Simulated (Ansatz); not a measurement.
The inner images of a band of ClH2SSi (5 atoms, charge 0, multiplicity 2) are given out of order.

Theory: UHF/def2-SVP in Ansatz.

Image 0:

```xyz
5
Properties=species:S:1:pos:R:3
S -1.496 0.118 -0.100
Si 0.645 0.078 -0.276
Cl 1.342 1.849 0.541
H -1.683 -1.071 -0.685
H 1.241 -1.048 0.478
```

Image 6:

```xyz
5
Properties=species:S:1:pos:R:3
S -1.597 -0.238 0.171
Si 0.457 0.043 0.719
Cl 1.283 1.770 -0.085
H -1.380 -0.560 -1.109
H 1.286 -1.089 0.263
```

Q: Put them in order from the first end to the last, with their energies above the first end.
A.
```xyz
5
Properties=species:S:1:pos:R:3
S -1.573 -0.319 0.154
Si 0.490 0.022 0.605
Cl 1.308 1.800 -0.076
H -1.617 -0.488 -1.171
H 1.443 -1.088 0.447
```
B.
```xyz
5
Properties=species:S:1:pos:R:3
S -1.501 -0.001 0.052
Si 0.633 0.013 -0.214
Cl 1.334 1.852 0.430
H -1.740 -0.914 -0.894
H 1.323 -1.023 0.585
```
C.
```xyz
5
Properties=species:S:1:pos:R:3
S -1.534 -0.330 0.213
Si 0.584 -0.094 -0.021
Cl 1.289 1.849 0.137
H -1.719 -0.470 -1.106
H 1.430 -1.029 0.737
```
D.
```xyz
5
Properties=species:S:1:pos:R:3
S -1.566 -0.322 0.184
Si 0.523 -0.031 0.292
Cl 1.305 1.858 0.021
H -1.696 -0.498 -1.137
H 1.485 -1.081 0.599
```
E.
```xyz
5
Properties=species:S:1:pos:R:3
S -1.495 -0.170 0.154
Si 0.630 -0.053 -0.162
Cl 1.331 1.841 0.305
H -1.778 -0.692 -1.042
H 1.362 -0.999 0.703
```

A: B (+0.2 kcal/mol), E (+0.4 kcal/mol), C (+2.2 kcal/mol), D (+17.5 kcal/mol), A (+3.2 kcal/mol).

The run took 62 s on 1 thread of Intel(R) Xeon(R) Platinum 8488C (Sapphire Rapids), on a shared host, peak memory 0.14 GiB.
